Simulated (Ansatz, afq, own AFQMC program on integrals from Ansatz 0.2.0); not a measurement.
# Atomization energy of SiGeH$_{3}$, doublet, worked out

```csv
atom,x (Å),y (Å),z (Å)
Si,-0.0059,0.0000,1.6929
Ge,-0.0015,0.0000,-0.7474
H,1.4617,0.0000,1.9964
H,-0.5952,1.2043,2.3467
H,-0.5953,-1.2043,2.3467
```

Connectivity, by distances: SiH3–Ge.

Basis cc-pVDZ. Noble-gas cores (and the filled d shells of Ga–Kr and In–Xe) are frozen. Integrals, coupled cluster, full CI and functionals: Ansatz 0.2.0; the random walks run on the same integrals in our own AFQMC program. ph-AFQMC/CISD is guided by a CISD state made of CCSD amplitudes; releasing the constraint for a short imaginary time cuts its bias at the price of noise, slowly where states lie close. ± is one standard error of the sampling. No spin–orbit coupling.

Total energies in eV. CBS is CCSD(T) at the limit of def2-TZVPP/QZVPP (extrapolated itself); the highest rung of each member is named.

Cautions: inner d shell frozen; no relativity below Rb; no spin-orbit coupling; SiGeH₃ (doublet): unrestricted determinant slightly spin contaminated (⟨S²⟩ 0.81 against 0.75), the ph-AFQMC/CISD walk drifts between its halves (2.2 errors), the released value is read at 2.40 1/Eh with a noise of 15 meV, more than in the cases checked (meV from the phaseless value at times in 1/Eh: -6 ± 9 at 0.24, -5 ± 10 at 0.51, -10 ± 14 at 0.99, -9 ± 11 at 1.62, -11 ± 15 at 2.40).

| member | count | CCSD(T)/cc-pVDZ | highest rung in cc-pVDZ | which | CCSD(T)/CBS |
| --- | --- | --- | --- | --- | --- |
| Si (triplet) | +1 | -7861.7800 | -7861.7922 | FCI | -7862.5000 |
| Ge (triplet) | +1 | -56473.1139 | -56473.1222 | FCI | -56475.5964 |
| H (doublet) | +3 | -13.5861 | -13.5861 | FCI | -13.6059 |
| SiGeH₃, doublet | -1 | -64386.7933 | -64386.8244 ± 0.0148 | released AFQMC | -64391.2272 |

**Question.** Work out the best estimate of the atomization energy: the CCSD(T)/CBS difference plus the step from CCSD(T) to the highest rung.

**Answer.** Sums with the counts: CCSD(T)/CBS 12.3131 eV, highest rung 11.1517 eV, CCSD(T)/cc-pVDZ 11.1411 eV. The step is 11.1517 − 11.1411 = 0.0106 eV, so the best estimate is 12.3131 + (0.0106) = 12.3237 eV = 284.2 kcal/mol, with sampling noise 0.015 eV. The step is under twice that noise, so its sign is open. The basis set is worth 1.172 eV of it. Zero-point, core-correlation and spin–orbit terms aren't in it. Past Ne the Hartree–Fock part of each CBS total tends to overshoot, since the cores don't follow the formula; that largely cancels in the difference.

Best estimates are given only where the step beyond CCSD(T) is under 0.3 eV and no member's determinant is very poor (T1 over 0.05, or 0.07 for open shells, ⟨S²⟩ too high by 0.3, two states mixed), so the hardest cases are missing from such tables.

Each member of a difference takes its own highest rung, so a best estimate needn't equal the limit plus the step of one row. A walk keeps the symmetry of its determinant, which the program's search chose and which needn't be the lowest solution, so a lower state of the same spin and another symmetry isn't excluded. Released energies are given only where the last usable release times agree within the noise; a slower fall can still hide under it.
